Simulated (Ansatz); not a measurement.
Results of HSE06 (Ansatz, a first-principles code, PAW) for diamond-structure Si.

Run with plane-wave cutoff 500 eV, 8×8×8 k mesh, gaussian smearing 0.02 eV, scalar-relativistic PAW data made under PBE.

Cell (relaxed at this level):

```
CELL_PARAMETERS angstrom
      0.00000     2.72024     2.72024
      2.72024     0.00000     2.72024
      2.72024     2.72024     0.00000
ATOMIC_POSITIONS crystal
  Si 0.00000 0.00000 0.00000
  Si 0.25000 0.25000 0.25000
```

Predict the band gap.


band gap: 1.18 eV (on the SCF k mesh)

Measured, for comparison: band gap 1.23 eV (zero-point renormalisation of 0.06 eV added back here (the table's ZPR column); inputs from Chen et al. (2018), doi:10.1103/physrevmaterials.2.073803). Computed (rounded) less measured: band gap -0.05 eV.

It cost roughly 4 core-minutes of CPU time.
